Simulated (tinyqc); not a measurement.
Inside a calculation (part 2 of 2). Method: MP2 on RHF in the sto-6g basis, frozen core, for H3O+, spin multiplicity 1. Computed by tinyqc, a small Python program that keeps every step (integrals from PySCF). Command: `OMP_NUM_THREADS=1 python tinyqc.py 30317 30318 out.jsonl` (the two numbers bound the seeds that draw the settings). One thread of a shared host (Intel(R) Xeon(R) Processor @ 2.60GHz), about 0.3 s of CPU time with the checks.

Geometry (angstrom):
```
atom          x          y         z
O      0.000000   0.000000  0.050000
H      1.000000   0.000000  0.000000
H     -0.500000   0.866000  0.000000
H     -0.500000  -0.866000  0.000000
```

## Iteration 8 (converged): orbitals

converged F (hartree), order 1O 1s, 1O 2s, 1O 2px, 1O 2py, 1O 2pz, 2H 1s, 3H 1s, 4H 1s:
$$\begin{pmatrix}
-21.079421 & -5.096635 & 0.000001 & 0.000000 & 0.003537 & -1.111195 & -1.111251 & -1.111251 \\
-5.096635 & -2.847811 & 0.000008 & 0.000000 & 0.017553 & -1.141155 & -1.141195 & -1.141195 \\
0.000001 & 0.000008 & -0.890946 & 0.000000 & -0.000001 & -0.637264 & 0.318647 & 0.318647 \\
0.000000 & 0.000000 & 0.000000 & -0.890949 & 0.000000 & 0.000000 & -0.551894 & 0.551894 \\
0.003537 & 0.017553 & -0.000001 & 0.000000 & -0.885695 & 0.039206 & 0.039207 & 0.039207 \\
-1.111195 & -1.141155 & -0.637264 & 0.000000 & 0.039206 & -0.835574 & -0.355885 & -0.355885 \\
-1.111251 & -1.141195 & 0.318647 & -0.551894 & 0.039207 & -0.355885 & -0.835603 & -0.355906 \\
-1.111251 & -1.141195 & 0.318647 & 0.551894 & 0.039207 & -0.355885 & -0.355906 & -0.835603
\end{pmatrix}$$

X, order 1O 1s, 1O 2s, 1O 2px, 1O 2py, 1O 2pz, 2H 1s, 3H 1s, 4H 1s:
$$\begin{pmatrix}
1.023471 & -0.144003 & 0.000000 & 0.000000 & 0.001001 & 0.018212 & 0.018213 & 0.018213 \\
-0.144003 & 1.297995 & -0.000008 & 0.000000 & -0.011415 & -0.259152 & -0.259166 & -0.259166 \\
0.000000 & -0.000008 & 1.116846 & 0.000000 & 0.000000 & -0.263575 & 0.131794 & 0.131794 \\
0.000000 & 0.000000 & 0.000000 & 1.116848 & 0.000000 & 0.000000 & -0.228270 & 0.228270 \\
0.001001 & -0.011415 & 0.000000 & 0.000000 & 1.000470 & 0.010710 & 0.010710 & 0.010710 \\
0.018212 & -0.259152 & -0.263575 & 0.000000 & 0.010710 & 1.183709 & -0.060675 & -0.060675 \\
0.018213 & -0.259166 & 0.131794 & -0.228270 & 0.010710 & -0.060675 & 1.183722 & -0.060679 \\
0.018213 & -0.259166 & 0.131794 & 0.228270 & 0.010710 & -0.060675 & -0.060679 & 1.183722
\end{pmatrix}$$

Diagonalise F' = X^T F X, C = X C', fill 5 alpha and 5 beta electrons from the bottom; D = 2 C_occ C_occ^T. Each column has its largest component positive (the first on a tie).

F' = X^T F X (hartree):
$$\begin{pmatrix}
-20.745139 & -2.531156 & 0.000000 & 0.000000 & 0.004841 & -0.182456 & -0.182472 & -0.182472 \\
-2.531156 & -1.587062 & -0.000004 & 0.000000 & -0.006703 & -0.489623 & -0.489643 & -0.489643 \\
0.000000 & -0.000004 & -0.598510 & 0.000000 & 0.000000 & -0.532466 & 0.266243 & 0.266243 \\
0.000000 & 0.000000 & 0.000000 & -0.598510 & 0.000000 & 0.000000 & -0.461139 & 0.461139 \\
0.004841 & -0.006703 & 0.000000 & 0.000000 & -0.884444 & 0.025181 & 0.025182 & 0.025182 \\
-0.182456 & -0.489623 & -0.532466 & 0.000000 & 0.025181 & -0.285271 & -0.076669 & -0.076669 \\
-0.182472 & -0.489643 & 0.266243 & -0.461139 & 0.025182 & -0.076669 & -0.285267 & -0.076673 \\
-0.182472 & -0.489643 & 0.266243 & 0.461139 & 0.025182 & -0.076669 & -0.076673 & -0.285267
\end{pmatrix}$$

orbital energies (hartree): MO1 -21.082580, MO2 -1.745395, MO3 -1.084218, MO4 -1.084215, MO5 -0.885910, MO6 0.058630, MO7 0.277104, MO8 0.277115

coefficients C, order 1O 1s, 1O 2s, 1O 2px, 1O 2py, 1O 2pz, 2H 1s, 3H 1s, 4H 1s:
$$\begin{pmatrix}
0.996606 & -0.229468 & 0.000000 & -0.000003 & -0.009768 & -0.152486 & -0.000010 & 0.000000 \\
0.016265 & 0.881557 & 0.000000 & 0.000017 & 0.051544 & 1.061644 & 0.000082 & 0.000000 \\
0.000000 & -0.000009 & 0.000000 & 0.702890 & -0.000002 & 0.000044 & -0.926014 & 0.000000 \\
0.000000 & 0.000000 & 0.702890 & 0.000000 & 0.000000 & 0.000000 & 0.000000 & 0.926018 \\
-0.000346 & -0.019211 & 0.000000 & 0.000001 & 0.998396 & -0.065209 & -0.000005 & 0.000000 \\
-0.002960 & 0.097398 & 0.000000 & 0.395508 & -0.016048 & -0.658888 & 0.972262 & 0.000000 \\
-0.002961 & 0.097403 & 0.342521 & -0.197753 & -0.016047 & -0.658808 & -0.486198 & -0.842053 \\
-0.002961 & 0.097403 & -0.342521 & -0.197753 & -0.016047 & -0.658808 & -0.486198 & 0.842053
\end{pmatrix}$$

D after iteration 8, order 1O 1s, 1O 2s, 1O 2px, 1O 2py, 1O 2pz, 2H 1s, 3H 1s, 4H 1s:
$$\begin{pmatrix}
2.091947 & -0.373167 & -0.000001 & 0.000000 & -0.011378 & -0.050289 & -0.050288 & -0.050288 \\
-0.373167 & 1.560129 & 0.000009 & 0.000000 & 0.069039 & 0.169987 & 0.169976 & 0.169976 \\
-0.000001 & 0.000009 & 0.988107 & 0.000000 & -0.000001 & 0.555995 & -0.277999 & -0.277999 \\
0.000000 & 0.000000 & 0.000000 & 0.988108 & 0.000000 & 0.000000 & 0.481509 & -0.481509 \\
-0.011378 & 0.069039 & -0.000001 & 0.000000 & 1.994328 & -0.035784 & -0.035784 & -0.035784 \\
-0.050289 & 0.169987 & 0.555995 & 0.000000 & -0.035784 & 0.332359 & -0.136919 & -0.136919 \\
-0.050288 & 0.169976 & -0.277999 & 0.481509 & -0.035784 & -0.136919 & 0.332361 & -0.136921 \\
-0.050288 & 0.169976 & -0.277999 & -0.481509 & -0.035784 & -0.136919 & -0.136921 & 0.332361
\end{pmatrix}$$

Within a degenerate level the vectors are fixed only up to a rotation; this is one choice.

## Convergence

Stop when the energy changes by less than 1e-10 hartree and every element of the error matrix X^T (F D S - S D F) X is below 3e-06.

Course of the cycle:
```
iteration   E (hartree)     change  largest element of the error matrix
1          -75.85757908          -                             6.16e-01
2          -76.02859199  -1.71e-01                             8.47e-02
3          -76.03921513  -1.06e-02                             1.50e-02
4          -76.03962874  -4.14e-04                             9.63e-04
5          -76.03963057  -1.83e-06                             2.26e-04
6          -76.03963074  -1.71e-07                             8.37e-06
7          -76.03963074  -2.78e-10                             3.73e-08
8          -76.03963074  -4.26e-14                             6.28e-10
```

PySCF RHF in the same basis = -76.03963074 hartree

Converged in 8 iterations.

## Populations, bond orders and dipole

overlap S, order 1O 1s, 1O 2s, 1O 2px, 1O 2py, 1O 2pz, 2H 1s, 3H 1s, 4H 1s:
$$\begin{pmatrix}
1.000000 & 0.231145 & 0.000000 & 0.000000 & 0.000000 & 0.050101 & 0.050104 & 0.050104 \\
0.231145 & 1.000000 & 0.000000 & 0.000000 & 0.000000 & 0.448410 & 0.448424 & 0.448424 \\
0.000000 & 0.000000 & 1.000000 & 0.000000 & 0.000000 & 0.376571 & -0.188294 & -0.188294 \\
0.000000 & 0.000000 & 0.000000 & 1.000000 & 0.000000 & 0.000000 & 0.326125 & -0.326125 \\
0.000000 & 0.000000 & 0.000000 & 0.000000 & 1.000000 & -0.018829 & -0.018829 & -0.018829 \\
0.050101 & 0.448410 & 0.376571 & 0.000000 & -0.018829 & 1.000000 & 0.182222 & 0.182222 \\
0.050104 & 0.448424 & -0.188294 & 0.326125 & -0.018829 & 0.182222 & 1.000000 & 0.182232 \\
0.050104 & 0.448424 & -0.188294 & -0.326125 & -0.018829 & 0.182222 & 0.182232 & 1.000000
\end{pmatrix}$$

Mulliken: Z minus the diagonal of D S on the atom; Loewdin: the same with S^(1/2) D S^(1/2); Mayer order: 2 sum_s sum (D(s) S)_ij (D(s) S)_ji over the two atoms.

Charges (e):
```
atom   Mulliken    Loewdin
1O    -0.301365  -0.029894
2H     0.433791   0.343304
3H     0.433787   0.343295
4H     0.433787   0.343295
```

Mayer bond orders:
```
pair     order
2-1   0.777179
3-1   0.777183
3-2   0.017323
4-1   0.777183
4-2   0.017323
4-3   0.017322
```

dipole moment about the origin, x y z (debye): [0.000023, 0.000000, -0.164047]

## Integrals over molecular orbitals

core Hamiltonian H = T + V (hartree), order 1O 1s, 1O 2s, 1O 2px, 1O 2py, 1O 2pz, 2H 1s, 3H 1s, 4H 1s:
$$\begin{pmatrix}
-33.516692 & -7.413803 & 0.000001 & 0.000000 & 0.002249 & -1.617071 & -1.617153 & -1.617153 \\
-7.413803 & -9.727007 & 0.000010 & 0.000000 & 0.025393 & -3.638686 & -3.638820 & -3.638820 \\
0.000001 & 0.000010 & -8.094161 & 0.000000 & -0.000001 & -2.565093 & 1.282613 & 1.282613 \\
0.000000 & 0.000000 & 0.000000 & -8.094162 & 0.000000 & 0.000000 & -2.221480 & 2.221480 \\
0.002249 & 0.025393 & -0.000001 & 0.000000 & -7.925386 & 0.135127 & 0.135134 & 0.135134 \\
-1.617071 & -3.638686 & -2.565093 & 0.000000 & 0.135127 & -5.179666 & -1.232617 & -1.232617 \\
-1.617153 & -3.638820 & 1.282613 & -2.221480 & 0.135134 & -1.232617 & -5.179751 & -1.232689 \\
-1.617153 & -3.638820 & 1.282613 & 2.221480 & 0.135134 & -1.232617 & -1.232689 & -5.179751
\end{pmatrix}$$

Given earlier and not repeated: Two-electron integrals (ij|kl) in chemists' order.

(pq|rs) = sum C_ip C_jq C_kr C_ls (ij|kl), one index at a time.

one-electron integrals over orbitals h = C^T H C (hartree):
$$\begin{pmatrix}
-33.502982 & 0.583087 & 0.000000 & 0.000008 & 0.023534 & 0.389401 & 0.000027 & 0.000000 \\
0.583087 & -8.205327 & 0.000000 & -0.000003 & -0.029985 & -1.461089 & -0.000115 & 0.000000 \\
0.000000 & 0.000000 & -7.064422 & 0.000000 & 0.000000 & 0.000000 & 0.000000 & -1.771133 \\
0.000008 & -0.000003 & 0.000000 & -7.064404 & -0.000002 & -0.000125 & 1.771149 & 0.000000 \\
0.023534 & -0.029985 & 0.000000 & -0.000002 & -7.921346 & 0.100296 & 0.000003 & 0.000000 \\
0.389401 & -1.461089 & 0.000000 & -0.000125 & 0.100296 & -5.003693 & 0.000018 & 0.000000 \\
0.000027 & -0.000115 & 0.000000 & 1.771149 & 0.000003 & 0.000018 & -5.609316 & 0.000000 \\
0.000000 & 0.000000 & -1.771133 & 0.000000 & 0.000000 & 0.000000 & 0.000000 & -5.609325
\end{pmatrix}$$

Two-electron integrals over orbitals (pq|rs), unique and non-zero (hartree); the lowest 1 orbital is frozen and left out:
```
(22|22) 0.721862    (32|32) 0.139778    (33|22) 0.659096    (33|33) 0.667843
(42|22) -3.11e-06   (42|33) -0.034386   (42|42) 0.139777    (43|32) -0.034385
(43|43) 0.042418    (44|22) 0.659093    (44|33) 0.583005    (44|42) 0.034388
(44|44) 0.667842    (52|22) -0.003620   (52|33) 0.000700    (52|42) -2.42e-08
(52|44) 0.000700    (52|52) 0.153048    (53|32) 0.000659    (53|43) 0.000853
(53|53) 0.033234    (54|22) 1.21e-07    (54|33) 0.000853    (54|42) 0.000659
(54|44) -0.000853   (54|52) 1.57e-06    (54|54) 0.033234    (55|22) 0.759979
(55|33) 0.662121    (55|42) 1.02e-06    (55|44) 0.662119    (55|52) 0.014759
(55|54) 4.53e-07    (55|55) 0.880498    (62|22) 0.136835    (62|33) 0.097539
(62|42) 3.83e-06    (62|44) 0.097538    (62|52) -0.004702   (62|54) 1.82e-07
(62|55) 0.171098    (62|62) 0.073448    (63|32) -0.012958   (63|43) 0.026690
(63|53) 0.001295    (63|63) 0.055816    (64|22) 0.000012    (64|33) 0.026700
(64|42) -0.012963   (64|44) -0.026682   (64|52) 3.25e-07    (64|54) 0.001295
(64|55) 0.000014    (64|62) 0.000007    (64|64) 0.055824    (65|22) -0.012938
(65|33) -0.006920   (65|42) 3.54e-07    (65|44) -0.006920   (65|52) 0.072494
(65|54) 2.28e-06    (65|55) -0.008687   (65|62) -0.009040   (65|64) -6.13e-07
(65|65) 0.040757    (66|22) 0.506641    (66|33) 0.497124    (66|42) 0.000011
(66|44) 0.497134    (66|52) -0.010021   (66|54) -3.76e-07   (66|55) 0.509200
(66|62) 0.039099    (66|64) -3.76e-06   (66|65) -0.007347   (66|66) 0.454779
(72|22) 0.000012    (72|33) -0.011294   (72|42) -0.051965   (72|44) 0.011308
(72|52) -8.40e-08   (72|54) -0.002885   (72|55) 0.000013    (72|62) 2.96e-06
(72|64) -0.037307   (72|65) -6.33e-07   (72|66) 2.98e-06    (72|72) 0.054054
(73|32) -0.039668   (73|43) 0.005335    (73|53) 0.000955    (73|63) 0.026487
(73|73) 0.034014    (74|22) -0.168658   (74|33) -0.133121   (74|42) 0.039665
(74|44) -0.122455   (74|52) -0.005848   (74|54) -0.000955   (74|55) -0.192779
(74|62) -0.086636   (74|64) -0.026493   (74|65) 0.004791    (74|66) -0.041782
(74|72) -0.000443   (74|74) 0.145756    (75|22) -3.25e-07   (75|33) 0.001979
(75|42) -0.006183   (75|44) -0.001980   (75|52) 0.000005    (75|54) -0.023146
(75|55) -6.85e-08   (75|62) -5.47e-07   (75|64) 0.002416    (75|65) 1.57e-06
(75|66) -1.02e-06   (75|72) 0.001917    (75|74) -0.002322   (75|75) 0.020362
(76|22) 7.73e-07    (76|33) 0.044580    (76|42) -0.103350   (76|44) -0.044585
(76|52) -5.06e-07   (76|54) 0.002158    (76|55) -1.42e-06   (76|62) -1.72e-06
(76|64) 0.052891    (76|65) -6.71e-07   (76|66) -0.000016   (76|72) 0.006878
(76|74) -0.052003   (76|75) 0.005329    (76|76) 0.127794    (77|22) 0.580380
(77|33) 0.523439    (77|42) 0.030791    (77|44) 0.597934    (77|52) 0.000566
(77|54) -0.001753   (77|55) 0.582809    (77|62) 0.071303    (77|64) -0.043084
(77|65) -0.004170   (77|66) 0.481014    (77|72) 0.020860    (77|74) -0.070316
(77|75) -0.002285   (77|76) -0.061443   (77|77) 0.578967    (82|32) 0.051964
(82|43) 0.011303    (82|53) 0.002885    (82|63) 0.037308    (82|73) -0.000432
(82|82) 0.054054    (83|22) 0.168654    (83|33) 0.122453    (83|42) 0.039669
(83|44) 0.133121    (83|52) 0.005848    (83|54) -0.000955   (83|55) 0.192777
(83|62) 0.086636    (83|64) -0.026481   (83|65) -0.004791   (83|66) 0.041794
(83|72) -0.000429   (83|74) -0.079954   (83|75) -0.002322   (83|76) -0.052010
(83|77) 0.105305    (83|83) 0.145759    (84|32) 0.039669    (84|43) -0.005334
(84|53) -0.000955   (84|63) -0.026484   (84|73) -0.031798   (84|82) 0.000435
(84|84) 0.034011    (85|32) 0.006183    (85|43) -0.001979   (85|53) 0.023146
(85|63) -0.002416   (85|73) -0.002322   (85|82) 0.001917    (85|84) 0.002322
(85|85) 0.020362    (86|32) 0.103347    (86|43) -0.044576   (86|53) -0.002158
(86|63) -0.052878   (86|73) -0.052008   (86|82) 0.006879    (86|84) 0.052007
(86|85) 0.005329    (86|86) 0.127778    (87|32) 0.030810    (87|43) -0.037255
(87|53) -0.001753   (87|63) -0.043096   (87|73) -0.017508   (87|82) -0.020853
(87|84) 0.017505    (87|85) 0.002286    (87|86) 0.061458    (87|87) 0.048742
(88|22) 0.580383    (88|33) 0.597941    (88|42) -0.030804   (88|44) 0.523434
(88|52) 0.000566    (88|54) 0.001754    (88|55) 0.582811    (88|62) 0.071305
(88|64) 0.043102    (88|65) -0.004171   (88|66) 0.480999    (88|72) -0.020848
(88|74) -0.105311   (88|75) 0.002286    (88|76) 0.061455    (88|77) 0.481520
(88|83) 0.070307    (88|88) 0.578984
```

## Second-order Moller-Plesset energy

Hartree-Fock energy = -76.03963074 hartree

E2 = sum_ijab (ia|jb) [2 (ia|jb) - (ib|ja)] / (e_i + e_j - e_a - e_b) over occupied i, j and virtual a, b; the opposite-spin part is (ia|jb)^2 / denominator, the rest is same-spin, and SCS-MP2 scales them by 6/5 and 1/3.

Terms (the 40 largest of 74):
```
i  j  a  b    (ia|jb)    (ib|ja)  denominator       term
3  3  8  8   0.145759   0.145759    -2.722665  -0.007803
4  4  7  7   0.145756   0.145756    -2.722638  -0.007803
4  3  7  8  -0.079954  -0.031798    -2.722651  -0.003762
3  4  8  7  -0.079954  -0.031798    -2.722651  -0.003762
2  4  6  7  -0.086636  -0.037307    -3.165345  -0.003721
4  2  7  6  -0.086636  -0.037307    -3.165345  -0.003721
2  3  6  8   0.086636   0.037308    -3.165358  -0.003721
3  2  8  6   0.086636   0.037308    -3.165358  -0.003721
2  2  6  6   0.073448   0.073448    -3.608051  -0.001495
4  4  6  6   0.055824   0.055824    -2.285691  -0.001363
3  3  6  6   0.055816   0.055816    -2.285695  -0.001363
5  5  6  6   0.040757   0.040757    -1.889080  -0.000879
2  2  7  7   0.054054   0.054054    -4.044998  -0.000722
2  2  8  8   0.054054   0.054054    -4.045020  -0.000722
3  3  7  7   0.034014   0.034014    -2.722642  -0.000425
4  4  8  8   0.034011   0.034011    -2.722660  -0.000425
4  4  6  7  -0.026493  -0.026493    -2.504165  -0.000280
4  4  7  6  -0.026493  -0.026493    -2.504165  -0.000280
3  3  7  6   0.026487   0.026487    -2.504169  -0.000280
3  3  6  7   0.026487   0.026487    -2.504169  -0.000280
4  3  8  6  -0.026484  -0.026481    -2.504178  -0.000280
3  4  6  8  -0.026484  -0.026481    -2.504178  -0.000280
4  3  6  8  -0.026481  -0.026484    -2.504178  -0.000280
3  4  8  6  -0.026481  -0.026484    -2.504178  -0.000280
3  4  7  8  -0.031798  -0.079954    -2.722651   0.000191
4  3  8  7  -0.031798  -0.079954    -2.722651   0.000191
5  5  7  7   0.020362   0.020362    -2.326027  -0.000178
5  5  8  8   0.020362   0.020362    -2.326049  -0.000178
2  4  7  6  -0.037307  -0.086636    -3.165345   0.000142
4  2  6  7  -0.037307  -0.086636    -3.165345   0.000142
3  2  6  8   0.037308   0.086636    -3.165358   0.000142
2  3  8  6   0.037308   0.086636    -3.165358   0.000142
2  5  6  6  -0.009040  -0.009040    -2.748565  -0.000030
5  2  6  6  -0.009040  -0.009040    -2.748565  -0.000030
4  5  7  6   0.004791   0.002416    -2.305859  -0.000015
5  4  6  7   0.004791   0.002416    -2.305859  -0.000015
3  5  8  6  -0.004791  -0.002416    -2.305872  -0.000015
5  3  6  8  -0.004791  -0.002416    -2.305872  -0.000015
5  3  7  8  -0.002322  -0.002322    -2.524346  -2.14e-06
3  5  8  7  -0.002322  -0.002322    -2.524346  -2.14e-06
```

Pair energies (hartree; pair i-j sums ij and ji):
```
pair  opposite spin  same spin
2-2       -0.002940          0
3-2       -0.005622  -0.001537
3-3       -0.010152          0
4-2       -0.005622  -0.001537
4-3       -0.006559  -0.001703
4-4       -0.010152          0
5-2       -0.000064          0
5-3       -0.000034  -4.89e-06
5-4       -0.000034  -4.89e-06
5-5       -0.001236          0
```

MP2 correlation energy = -0.04720138 hartree

SCS-MP2 correlation energy = -0.05249191 hartree

MP2 total energy = -76.08683212 hartree
